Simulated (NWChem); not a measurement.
All runs are NWChem calculations. System: CH, charge 0, spin multiplicity 2, at a geometry optimised with UPBE0/def2-SVP. The structure started from a generated list of species. Its SCF solution wasn't tested for a lower state. Level: ROCCSD(T)/def2-TZVP, 1 core orbitals frozen.

Input file:

```
start mol
memory heap 100 mb stack 700 mb global 1900 mb
geometry units angstroms nocenter noautoz
  C      0.000000     0.000000     0.162037
  H      0.000000     0.000000    -0.972224
  symmetry group C2v
end
basis spherical
  * library def2-tzvp
end
scf
  rohf
  nopen 1
  maxiter 100
  thresh 1e-7
  semidirect memsize 60000000 filesize 0
  # guess.movecs holds the orbitals of an unrestricted PBE0 run
  vectors input guess.movecs output mol.movecs
end
tce
  freeze core 1
  ccsd(t)
  2eorb
  2emet 13
  thresh 1e-6
  maxiter 100
  tilesize 24
end
task tce energy
```

NWChem printed:

```
             Northwest Computational Chemistry Package (NWChem) 7.3.0
             --------------------------------------------------------

                                NWChem Input Module
                                -------------------

 Scaling coordinates for geometry "geometry" by  1.889725989
 (inverse scale =  0.529177249)

 Turning off AUTOSYM since
 SYMMETRY directive was detected!

                             Geometry "geometry" -> ""
                             -------------------------

 Output coordinates in angstroms (scale by  1.889725989 to convert to a.u.)

  No.       Tag          Charge          X              Y              Z
 ---- ---------------- ---------- -------------- -------------- --------------
    1 C                    6.0000     0.00000000     0.00000000     0.16203700
    2 H                    1.0000     0.00000000     0.00000000    -0.97222400

 Effective nuclear repulsion energy (a.u.)       2.7992353559

            Nuclear Dipole moment (a.u.)
            ----------------------------
        X                 Y               Z
 ---------------- ---------------- ----------------
     0.0000000000     0.0000000000    -0.0000037795

      Symmetry information
      --------------------

 Group name             C2v
 Group number             16
 Group order               4
 No. of unique centers     2

      Symmetry unique atoms

     1    2


 Summary of "ao basis" -> "" (spherical)
 ------------------------------------------------------------------------------
       Tag                 Description            Shells   Functions and Types
 ---------------- ------------------------------  ------  ---------------------
 *                         def2-tzvp                  on all atoms

 Summary of "ao basis" -> "ao basis" (spherical)
 ------------------------------------------------------------------------------
       Tag                 Description            Shells   Functions and Types
 ---------------- ------------------------------  ------  ---------------------
 C                         def2-tzvp                11       31   5s3p2d1f
[...]
      Beta frozen virtuals :     0
         Spin multiplicity : doublet
    Number of AO functions :    37
       Number of AO shells :    15
        Use of symmetry is : on
      Symmetry adaption is : on
         Schwarz screening : 0.10D-09

          Correlation Information
          -----------------------
          Calculation type : Coupled-cluster singles & doubles w/ perturbation
   Perturbative correction : (T)
            Max iterations :      100
        Residual threshold : 0.10D-05
     T(0) DIIS level shift : 0.00D+00
     L(0) DIIS level shift : 0.00D+00
     T(1) DIIS level shift : 0.00D+00
     L(1) DIIS level shift : 0.00D+00
     T(R) DIIS level shift : 0.00D+00
     T(I) DIIS level shift : 0.00D+00
   CC-T/L Amplitude update :  5-th order DIIS
                I/O scheme : Global Array Library
        L-threshold :  0.10D-05
        EOM-threshold :  0.10D-05
 no EOMCCSD initial starts read in
 TCE RESTART OPTIONS
 SLICE:      F
 D4D5:       F
 quantumc:   F
 qrotation:  F
 pwtce:      F
 qducc:      F
 nacto:                         0
 nrotv:                         0
 nrot:                          0

            Memory Information
            ------------------
          Available GA space size is     249034062 doubles
          Available MA space size is     104854620 doubles

 Maximum block size supplied by input
 Maximum block size        24 doubles

 tile_dim =     15

 -------------------------------------------------

 Global array virtual files algorithm will be used

 Parallel file system coherency ......... OK

 4-electron integrals stored in orbital form

 v2    file size   =           153154
 4-index algorithm nr.  13 is used
 imaxsize =       30
 imaxsize ichop =        0


CCSD iterations
 ---------------------------------------------------------
 Iter          Residuum       Correlation     Cpu    Wall
 ---------------------------------------------------------
    1   0.1011593999100  -0.1063927474630     0.0     0.0
    2   0.0380422828727  -0.1207946797610     0.0     0.0
    3   0.0190872542407  -0.1244385610804     0.0     0.0
    4   0.0108432748446  -0.1258858445374     0.0     0.0
    5   0.0065831999401  -0.1265720482798     0.1     0.1
    6   0.0013423243054  -0.1274469931912     0.1     0.1
    7   0.0007934913307  -0.1274344209050     0.1     0.1
    8   0.0005372888364  -0.1274363718058     0.1     0.1
    9   0.0003718185501  -0.1274396821838     0.1     0.1
   10   0.0002597524389  -0.1274427407018     0.1     0.1
   11   0.0000290592171  -0.1274514749055     0.1     0.1
   12   0.0000132363899  -0.1274522716830     0.1     0.1
   13   0.0000077324627  -0.1274529779482     0.1     0.1
   14   0.0000047562832  -0.1274533779843     0.1     0.1
   15   0.0000030190187  -0.1274536046451     0.1     0.1
   16   0.0000006937374  -0.1274539347524     0.1     0.1
 -----------------------------------------------------------------
 Iterations converged
 CCSD correlation energy / hartree =        -0.127453934752353
 CCSD total energy / hartree       =       -38.404836758785230

 Singles contributions

 Doubles contributions
 CCSD(T)
 Using plain CCSD(T) code
             total no. of tasks           96
 total no. of tasks / no. procs           96
                         wl_min           28           1.7
                         wl_max        27000           5.5
        thresh for no. of tasks           96

 CCSD[T]  correction energy / hartree =        -0.003404796556112
 CCSD[T] correlation energy / hartree =        -0.130858731308465
 CCSD[T] total energy / hartree       =       -38.408241555341341
 CCSD(T)  correction energy / hartree =        -0.003387771637582
 CCSD(T) correlation energy / hartree =        -0.130841706389935
 CCSD(T) total energy / hartree       =       -38.408224530422814

 Task  times  cpu:        1.8s     wall:        1.8s

 Total times  cpu:        1.9s     wall:        1.9s
```
